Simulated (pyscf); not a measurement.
PySCF, gas phase, ωB97X-D3(BJ)/def2-SVP geometries.

Problem. PBE/def2-TZVP puts the barrier of H₂Ga–SeH → HGa=Se + hydrogen (H₂) (elimination; singlet surface; H–Se, Ga–H broken, H–H formed) at 1.64 eV and the reaction energy at +0.55 eV, from the reactant's lowest minimum found. What do r²SCAN/def2-TZVP, B3LYP-D3(BJ)/def2-TZVP, ωB97M-D3(BJ)/def2-TZVP give on the same structures?

Solution. r²SCAN: ΔE‡ = 1.78 eV, ΔE = +0.64 eV; B3LYP-D3(BJ): ΔE‡ = 1.91 eV, ΔE = +0.58 eV; ωB97M-D3(BJ): ΔE‡ = 2.06 eV, ΔE = +0.73 eV. PBE's barrier lies under all of them, by 0.13 to 0.42 eV. Its reaction energy lies under all of them, by 0.03 to 0.18 eV. At the saddle there is also a short Ga–H contact that neither side keeps. HGa=Se lies 0.30 eV over its isomer Ga–SeH [singlet] (electronic energy, ωB97M-D3(BJ)/def2-TZVP). One saddle was located; it need not be the lowest between these sides. Elements up to Kr have no core potential and no relativistic terms here.
